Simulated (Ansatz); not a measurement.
Species: CH3S, charge 0, doublet. CH3S (SMILES [CH2]S, doublet).
B3LYP-D3(BJ)/def2-TZVP minimum from Ansatz (a first-principles code):
```
C
H 1 1.0766
H 1 1.0777 2 121.19
S 1 1.7159 2 121.95 3 -180.00
H 4 1.3430 1 98.20 2 0.00
```
Charge 0, spin multiplicity 2.

Wanted: atomisation energy (electronic, to ground-state atoms), in kcal/mol. Open shells are spin-unrestricted; no spin-orbit coupling. CBS(X,Y): correlation extrapolated as X^-3, Hartree-Fock from the larger set (Q,5: extrapolated as (X+1)exp(-9√X)). A bracket is a step between two methods taken in the basis named. Functionals run without relativity, which enters their misses. Double hybrids freeze cores in their MP2 part. 'core' is core correlation in cc-pwCVTZ (1s frozen past Ne), 'X2C' scalar relativity in cc-pVTZ-DK, both at CCSD(T). Where a partner has so few electrons that a lower coupled-cluster level is exact, that level stands in.

CCSD(T)/CBS(cc-pV(Q+d)Z,cc-pV(5+d)Z) + [CCSDT(Q) - CCSD(T)]/cc-pV(T+d)Z + core + X2C (Ansatz) gives 372.8 kcal/mol.

Question: What does PBE/def2-TZVPD (Ansatz) give here, and how do the other levels compare?

Answer: PBE gives 380.6 kcal/mol, 7.8 kcal/mol above it. Differences of the others: B3LYP/def2-TZVPD (Ansatz) -1.2; PBE0/def2-TZVPD (Ansatz) 1.7; wB97M-V/def2-TZVPD (Ansatz) 1.3; B2PLYP/def2-TZVPD (Ansatz) -5.9; CCSD(T)/CBS(cc-pV(Q+d)Z,cc-pV(5+d)Z) + core + X2C (Ansatz) -0.2 kcal/mol. Nearer than PBE: B3LYP/def2-TZVPD, PBE0/def2-TZVPD, wB97M-V/def2-TZVPD, B2PLYP/def2-TZVPD, CCSD(T)/CBS(cc-pV(Q+d)Z,cc-pV(5+d)Z) + core + X2C.
